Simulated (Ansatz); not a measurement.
bcc V, treated with LDA (Ansatz, a program for electronic structure, PAW).

A relaxed, unreconstructed slab of the (211) face has 12 atoms, two equal faces of 10.496 Å² each and an energy of -34321.4192 eV. A bulk cell of 6 atoms with the same orientation and in-plane k mesh has -17162.7507 eV. Energies are extrapolated to zero smearing.

Numerical settings: plane-wave cutoff 500 eV, 14×22×1 k mesh (along the axes of the cell as run), Fermi–Dirac smearing 0.1 eV, scalar-relativistic PAW data made under PBE.

Worked out: γ = (E_slab − N E_bulk per atom)/2A = [-34321.4192 − 12 × (-17162.7507/6)]/(2 × 10.496) = 0.1945 eV/Å². With 16.022 J/m² per eV/Å² this is 3.12 J/m², or 2.04 eV per surface cell and face.
